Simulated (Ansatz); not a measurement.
# SiH4 (singlet): the correlation ladder at scale of all distances = 1.102, cc-pVDZ

The task here is to estimate one member of a computed series from the others.

Method: cc-pVDZ, core rule «outside noble gas», up to 5 orbitals frozen; program: Ansatz 0.2.0, Gaussian basis.

To be run: UHF; CCSD(T) on RHF; BCCD(T) on RHF; CISD; CCSDT(Q) on RHF; CASSCF and MRCISD+Q, 2 electrons in 2 orbitals; CASSCF and NEVPT2, 2 electrons in 2 orbitals; CASSCF and MRCISD+Q, 8 electrons in 8 orbitals; CASSCF and NEVPT4(SD), 8 electrons in 8 orbitals; CASSCF and NEVPT2, 8 electrons in 8 orbitals.

17 further runs of the same task are left out: 1 for a known fault of the program, 12 that didn't finish, 4 set aside as unsound or not needed.

## The system

The geometry derives from a PBE0/def2-TZVP stationary point (not a proven minimum). All distances are scaled together.

5 atoms, charge 0, spin multiplicity 1.

Atoms are counted from 1 here; the program's logs count them from 0.

Bond lengths: Si1–H2 1.636 Å, Si1–H3 1.636 Å, Si1–H4 1.636 Å, Si1–H5 1.636 Å. Angles: H2–Si1–H3 109.5°, H2–Si1–H4 109.5°, H2–Si1–H5 109.5°, H3–Si1–H4 109.5°, H3–Si1–H5 109.5°, H4–Si1–H5 109.5°.

The first run:

in.yaml

```yaml
crystal:
  periodic: [false, false, false]
  atoms:
    - {symbol: Si, position_ang: [0.000000, 0.000000, 0.000000]}
    - {symbol: H, position_ang: [0.943147, 0.946337, 0.944227]}
    - {symbol: H, position_ang: [-0.947225, -0.941575, 0.944905]}
    - {symbol: H, position_ang: [-0.941913, 0.942799, -0.948986]}
    - {symbol: H, position_ang: [0.945991, -0.947561, -0.940146]}
basis:
  gaussian: {orbitals: cc-pVDZ}
magnetization: {spin_polarized: true, initial_magnetization: 0}
hamiltonian: {xc: hf}
output: {orbitals: {seedname: orbitals}}
```

Started as:

```console
> ansatz run in.yaml --threads 1 --pin off --events-out ev --progress --plain --max-ram 2393MiB
```

Steps of the session up to this table: UHF; CCSD(T) on RHF; BCCD(T) on RHF; CISD; CCSDT(Q) on RHF; CASSCF and MRCISD+Q, 2 electrons in 2 orbitals; CASSCF and NEVPT2, 2 electrons in 2 orbitals; CASSCF and MRCISD+Q, 8 electrons in 8 orbitals; CASSCF and NEVPT4(SD), 8 electrons in 8 orbitals; CASSCF and NEVPT2, 8 electrons in 8 orbitals.

One of the session's tables, all rows but one given; the rest of the session is left out.

```
            method  from RCCSDT(Q) (kcal/mol)
               RHF                     +96.76
              RMP2                     +22.95
              CISD                      +7.51
             RCCSD                      +2.38
          RCCSD(T)                      +0.53
           BCCD(T)                      +0.52
            RCCSDT                      +0.05
         RCCSDT(Q)                          0
       CASSCF pair                          ?
       NEVPT2 pair                     +22.35
       MRCISD pair                      +5.99
     MRCISD+Q pair                      -0.24
    CASSCF valence                     +54.21
    NEVPT2 valence                     +17.68
NEVPT4(SD) valence                      +2.85
    MRCISD valence                      +2.53
  MRCISD+Q valence                      +0.20
```

**Question.** Estimate the row for CASSCF pair.

The run gave: from RCCSDT(Q) (kcal/mol): +86.55. In the column «from RCCSDT(Q) (kcal/mol)» it lies between CASSCF valence (+54.21) and RHF (+96.76).
